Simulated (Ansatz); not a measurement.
The first iterations of a band of AlH$_{5}$OSi (8 atoms, charge 0, multiplicity 1).

Computed with Ansatz 0.2.0, RKS PBE0-D4/def2-SVP.

```json
{
  "movable images": "7",
  "climbing image": "yes",
  "spring": "5.0 eV/Å²",
  "optimiser": "quadratic models (default)",
  "start path": "through a guess of the saddle point",
  "force threshold": "0.05 eV/Å",
  "iteration limit": "60",
  "end points": "relaxed"
}
```

Image 0:

```xyz
8
Properties=species:S:1:pos:R:3
Al 0.135 0.146 0.429
H -0.057 0.600 1.933
O 1.530 -0.740 0.035
Si 2.895 -1.592 -0.314
H 2.538 -2.933 -0.871
H 3.717 -0.857 -1.323
H 3.721 -1.793 0.916
H -0.893 0.467 -0.731
```

Image 8:

```xyz
8
Properties=species:S:1:pos:R:3
Al -0.320 0.260 -0.191
H 1.449 -0.289 1.831
O 1.196 -0.351 0.901
Si 2.262 -1.211 -0.230
H 1.832 -2.562 -0.697
H 3.070 -0.392 -1.180
H 3.271 -1.543 0.864
H 0.827 -0.614 -1.222
```

| iteration | highest image above the first end (eV) | largest band force component (eV/Å) |
| --- | --- | --- |
| 1 | 8.965 | 26.511 |
| 2 | 4.342 | 10.621 |
| 3 | 3.324 | 5.555 |
| 4 | 2.808 | 2.506 |
| 5 | 3.137 | 2.096 |
| 6 | 3.334 | 1.784 |
| 7 | 2.929 | 1.954 |
| 8 | 2.887 | 1.121 |
| 9 | 2.716 | 0.542 |
| 10 | 3.065 | 1.934 |
| 11 | 3.143 | 0.837 |
| 12 | 3.219 | 0.811 |
| 13 | 3.192 | 0.681 |
| 14 | 3.187 | 0.358 |

Q: Does the band converge within its limit, and where does its top end?

A: It converged. It ended after 42 iterations with the highest image 3.166 eV above the first end. Neighbouring images differ by up to 2.5 eV, so the band resolves the path poorly. A vibrational analysis at the climbing image gives one clearly imaginary mode, 1491i cm⁻¹: a first-order saddle point. The orbitals stay closed-shell, which can raise the energy where a bond breaks towards radicals; this wasn't checked here.

Time of the run: 10 min on 1 thread of Arm Neoverse V1, on a shared host, peak memory 0.15 GiB.
